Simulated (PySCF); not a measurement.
Bond stretch in LiH, singlet.

Methods: UKS-M06-2X/6-31G* = unrestricted M06-2X/6-31G*, spherical d in PySCF 2.14.0; RMP2/3-21G = restricted MP2 (frozen core)/3-21G (PySCF 2.14.0); RKS-M06-2X/6-31G* = restricted M06-2X/6-31G*, spherical d in PySCF 2.14.0.

Total energies in hartree (comparable only within one method and basis):

| R / Å | UKS-M06-2X/6-31G* | RMP2/3-21G | RKS-M06-2X/6-31G* |
|---|---|---|---|
| 1.20 | -8.02898 | -7.90332 | -8.02898 |
| 1.28 | -8.04346 | -7.91865 | -8.04346 |
| 1.36 | -8.05326 | -7.92928 | -8.05326 |
| 1.44 | -8.05946 | -7.93628 | -8.05946 |
| 1.51 | -8.06258 | -7.94006 | -8.06258 |
| 1.52 | -8.06288 | -7.94045 | -8.06288 |
| 1.60 | -8.06417 | -7.94241 | -8.06417 |
| 1.65 | -8.06411 | -7.94273 | -8.06411 |
| 1.67 | -8.06393 | -7.94270 | -8.06393 |
| 1.73 | -8.06293 | -7.94210 | -8.06293 |
| 1.86 | -8.05887 | -7.93879 | -8.05887 |
| 1.98 | -8.05354 | -7.93399 | -8.05354 |
| 2.11 | -8.04673 | -7.92762 | -8.04673 |
| 2.42 | -8.02864 | -7.91020 | -8.02864 |
| 2.62 | -8.01682 | -7.89862 | -8.01682 |
| 2.91 | -8.00050 | -7.88254 | -8.00050 |
| 3.21 | -7.98865 | -7.86749 | -7.98514 |
| 3.52 | -7.98174 | -7.85401 | -7.97111 |
| 3.95 | -7.97714 | -7.83909 | -7.95456 |
| 4.35 | -7.97585 | -7.82937 | -7.94200 |
| 4.73 | -7.97584 | -7.82407 | -7.93238 |
| 5.56 | -7.97605 | -7.82580 | -7.91736 |
| 6.32 | -7.97615 | -7.84044 | -7.90894 |

The unrestricted determinant behind UKS-M06-2X/6-31G* is spin-contaminated at 3.21 to 6.32 Å (<S²> up to 1.0, against 0.00 for a pure singlet). The restricted form behind RMP2/3-21G, RKS-M06-2X/6-31G* keeps the bonding electrons paired and can't separate into open-shell fragments.
